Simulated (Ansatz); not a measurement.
# PH₄ (doublet): PBE-QIDH, RPA-PBE over a scan of the distance P1–H3, 6-31G

How well do these functionals follow the top wave-function level for PH₄ (doublet) over a scan of the distance P1–H3?

Computed with Ansatz 0.2.0, Gaussian basis. Level: 6-31G, all electrons in the functionals, frozen cores in the correlation of double hybrids and RPA.

To be run: PBE-QIDH, RPA-PBE, at 1.106 Å; 1.285 Å; 1.410 Å; 1.539 Å; 1.715 Å; 1.944 Å; 2.201 Å; 2.559 Å; 3.133 Å; 3.774 Å; 4.874 Å.

21 further runs of the same task are left out: 17 that didn't finish, 4 set aside as unsound or not needed.

**1. What is computed**

The geometry derives from a PBE0/def2-TZVP stationary point (not a proven minimum). One bond is set to the value named and the two fragments are kept rigid.

5 atoms, charge 0, spin multiplicity 2.

Atoms are counted from 1 here; the program's logs count them from 0.

Bond lengths: P1–H2 1.519 Å, P1–H3 1.410 Å, P1–H4 1.410 Å, P1–H5 1.519 Å. Angles: H2–P1–H3 92.8°, H2–P1–H4 92.8°, H2–P1–H5 171.2°, H3–P1–H4 99.8°, H3–P1–H5 92.8°, H4–P1–H5 92.8°.

No dispersion term is added.

The geometry shown and the zero of energy belong to the point 1.410 Å. The yardstick, FCI, and other wave-function levels (R restricted, U unrestricted, valence and pair active spaces) come from earlier runs.

**2. PBE-QIDH, 1.106 Å**

in.yaml reads:

```yaml
crystal:
  periodic: [false, false, false]
  atoms:
    - {symbol: P, position_ang: [0.039991, 0.006690, 0.000000]}
    - {symbol: H, position_ang: [0.155941, 0.006690, -1.514668]}
    - {symbol: H, position_ang: [-0.672545, 0.852579, 0.000000]}
    - {symbol: H, position_ang: [-0.868266, -1.071548, 0.000000]}
    - {symbol: H, position_ang: [0.155941, 0.006690, 1.514668]}
basis:
  gaussian: {orbitals: 6-31G}
magnetization: {spin_polarized: true, initial_magnetization: 1}
hamiltonian: {xc: {name: PBE-QIDH}}
correlation: {electrons: outside_noble_gas}
```

The run is started by

```
$ ansatz run in.yaml --threads 1 --pin off --events-out ev --progress --plain --max-ram 2393MiB
```

Further steps of the session: PBE-QIDH, 1.285 Å; PBE-QIDH, 1.410 Å; PBE-QIDH, 1.539 Å; PBE-QIDH, 1.715 Å; PBE-QIDH, 1.944 Å; PBE-QIDH, 2.201 Å; PBE-QIDH, 2.559 Å; PBE-QIDH, 3.133 Å; PBE-QIDH, 3.774 Å; PBE-QIDH, 4.874 Å; RPA-PBE, 1.106 Å; RPA-PBE, 1.285 Å; RPA-PBE, 1.410 Å; RPA-PBE, 1.539 Å; RPA-PBE, 1.715 Å; RPA-PBE, 1.944 Å; RPA-PBE, 2.201 Å; RPA-PBE, 2.559 Å; RPA-PBE, 3.133 Å; RPA-PBE, 3.774 Å; RPA-PBE, 4.874 Å.

**Question.** What will the summary of the whole plan be? Wanted: span of the FCI curve; largest miss, PBE-QIDH; largest miss, RPA-PBE.

As calculated:

```
              quantity                   value
 span of the FCI curve            217.5 kJ/mol
largest miss, PBE-QIDH  +56.4 kJ/mol (2.201 Å)
 largest miss, RPA-PBE   -6.0 kJ/mol (4.874 Å)
```

**Reading.** Of the functionals, RPA-PBE keep the smallest largest miss at the points compared (at most 6.0 kJ/mol) and PBE-QIDH strays most (56.4 kJ/mol, at 2.201 Å). Functionals and the yardstick converge differently with the basis, so part of each miss in 6-31G is the basis.
